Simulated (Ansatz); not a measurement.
A basis-limit estimate, worked out

The pair of OH⁻ (SMILES [OH-], atoms 1–2) and NH3 (SMILES N, atoms 3–6), both closed shells, in one local arrangement (a lower one may exist), relaxed at PBE0-D4/def2-TZVPD:

```xyz
6
angstrom
O -0.4002 0.1876 -1.5890
H 0.3256 -0.0611 -2.1692
N 0.3060 -0.1379 1.0081
H 0.1214 0.7749 1.4165
H 0.0755 -0.0262 -0.0428
H -0.4283 -0.7372 1.3764
```

Both fragments are computed in the basis of the whole pair.

Program: Ansatz 0.2.0. Basis: def2-TZVPPD and def2-QZVPPD. Cores are frozen in the correlated methods.

Energies in eV:

| quantity | pair | first fragment | second fragment |
| --- | --- | --- | --- |
| Hartree–Fock, triple zeta (X = 3) | -3582.51788 | -2052.15681 | -1529.73392 |
| Hartree–Fock, quadruple zeta (X = 4) | -3582.66542 | -2052.23114 | -1529.80277 |
| MP2 correlation, X = 3 | -14.32630 | -7.76054 | -6.49124 |
| MP2 correlation, X = 4 | -15.29495 | -8.29482 | -6.90200 |
| CCSD(T) correlation, X = 3 | -15.09067 | -7.96049 | -7.04947 |

Task: Work out the interaction energy at the basis limit: extrapolate Hartree–Fock as E(X) = E∞ + A exp(−7.88 √X) and the MP2 correlation as E(X) = E∞ + B X^−2.97 (the exponents that Neese and Valeev fitted for def2-TZVPP and QZVPP, reused here for the diffuse sets), then add CCSD(T) − MP2 in triple zeta.

Result: Each step is linear, so take the differences first (pair − first fragment − second fragment): Hartree–Fock -0.62715 (X = 3) and -0.63151 (X = 4); MP2 correlation -0.07452 and -0.09813; CCSD(T) correlation -0.08071.
Two points give E∞ = E(4) + w [E(4) − E(3)], with w = 1/(exp(7.88 (2 − √3)) − 1) = 0.1377 for Hartree–Fock and w = 1/((4/3)^2.97 − 1) = 0.7407 for the correlation.
Hartree–Fock: -0.63151 + 0.1377 × (-0.00436) = -0.6321 eV.
MP2 correlation: -0.09813 + 0.7407 × (-0.02361) = -0.1156 eV.
CCSD(T) − MP2: -0.08071 − (-0.07452) = -0.0062 eV.
Sum: -0.6321 + (-0.1156) + (-0.0062) = -0.7539 eV, or -17.39 kcal/mol. Plain CCSD(T) in triple zeta gives -0.7079 eV, so the larger basis shifts the result by -0.0460 eV.

The T1 diagnostic stays at or below 0.025.

For scale, one of the runs: CCSD(T)/def2-TZVPPD, 145 basis functions, launched by `ansatz run in.yaml --threads 2 --pin off --events-out ev --progress --plain --max-ram 5222MiB`. Time: 5.5 s of wall clock on 2 CPU threads; the host was shared. Peak host memory: 1.1 GiB.
